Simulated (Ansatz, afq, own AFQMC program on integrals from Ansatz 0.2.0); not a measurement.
## Breaking C1–Se2 in CH4Se, singlet

```json
{"atom": "C", "x (Å)": "-0.1322", "y (Å)": "-0.3510", "z (Å)": "-0.3899"}
{"atom": "Se", "x (Å)": "0.8576", "y (Å)": "0.2576", "z (Å)": "1.1737"}
{"atom": "H", "x (Å)": "-1.2067", "y (Å)": "-0.4149", "z (Å)": "-0.1768"}
{"atom": "H", "x (Å)": "0.2466", "y (Å)": "-1.3563", "z (Å)": "-0.6174"}
{"atom": "H", "x (Å)": "0.0509", "y (Å)": "0.3024", "z (Å)": "-1.2522"}
{"atom": "H", "x (Å)": "0.1837", "y (Å)": "1.5622", "z (Å)": "1.2626"}
```

Products: CH₃ (doublet; CH3) and HSe (doublet), each relaxed with PBE0/def2-SVP like the molecule; electronic energies without zero-point terms. Determinants: RHF, UHF and UHF in that order.

Basis def2-TZVP. Only valence electrons are correlated. AFQMC by an in-house program on the Cholesky factors that Ansatz 0.2.0 writes for its CCSD(T) run. The CISD trial takes its coefficients from CCSD amplitudes. Released means that phaseless walkers are propagated on without the constraint, phases kept. ± is one standard error of the sampling. No spin–orbit coupling. The errors of all members are added in quadrature.

No full CI on the walks' own integrals is used here; CCSDT(Q) serves as the reference and is uncertain by about the last step of the cluster series. Each member takes its own surest rung, up to full CI.

The best estimate is CCSD(T) at the basis-set limit (CBS: def2-TZVPP and def2-QZVPP, with their diffuse functions for anions and beside diffuse sets, CCSD(T) itself extrapolated) plus the step from CCSD(T) to CCSDT(Q) in def2-TZVP. Rows without CBS are in def2-TZVP; B2PLYP and the wave-function rows carry a basis error of their own. Core correlation and relativity beyond core potentials are missing, and ± holds the sampling alone.

Cautions: inner d shell frozen; no relativity below Rb; no spin-orbit coupling.

| level | bond energy (kJ/mol) |
| --- | --- |
| B3LYP | 273.6 |
| B2PLYP | 280.9 |
| r2SCAN | 277.7 |

Q: From these cheaper values, estimate the bond energy at the level of the best estimate.

A: 295.8 kJ/mol (best estimate, highest rung CCSDT(Q)).

```csv
level,bond energy (kJ/mol),error against the best estimate (kJ/mol)
HF,163.1,-132.7
MP2,298.2,2.4
CCSD,271.2,-24.6
CCSD(T),282.9,-12.9
CCSDT,281.9,-13.9
CCSDT(Q),282.8,-13.0
ph-AFQMC/CISD,282.8 ± 0.6,-13.0 ± 0.6
released AFQMC,282.8 ± 0.6,-13.0 ± 0.6
HF/CBS,162.7,-133.1
MP2/CBS,312.0,16.2
CCSD(T)/CBS,295.9,0.1
PBE,300.1,4.3
PBE0,290.1,-5.6
wB97M-V,293.5,-2.3
```

Correlation beyond CCSD(T) changes it by less than 2 meV. Going to the basis-set limit adds 13.0 kJ/mol at CCSD(T). The perturbative (T) step is worth +11.7 kJ/mol.

Best estimates are given only where the step beyond CCSD(T) is under 0.3 eV and no member's determinant is very poor (T1 over 0.05, or 0.07 for open shells, ⟨S²⟩ too high by 0.3, two states mixed), so the hardest cases are missing from such tables.

The functionals ran in a triple-zeta set and keep a basis error of their own, a few kJ/mol for each bond in atomization energies and more for double hybrids, so close places among them and the extrapolated levels can swap.

CCSDT and higher add their correlation energy to the determinant of the CCSD(T) run, since their own runs factorise the integrals more tightly (a shift of under 2 meV). Each member of a difference takes its own highest rung, so a best estimate needn't equal the limit plus the step of one row. A walk keeps the symmetry of its determinant, which the program's search chose and which needn't be the lowest solution, so a lower state of the same spin and another symmetry isn't excluded. Released energies are given only where the last usable release times agree within the noise; a slower fall can still hide under it.
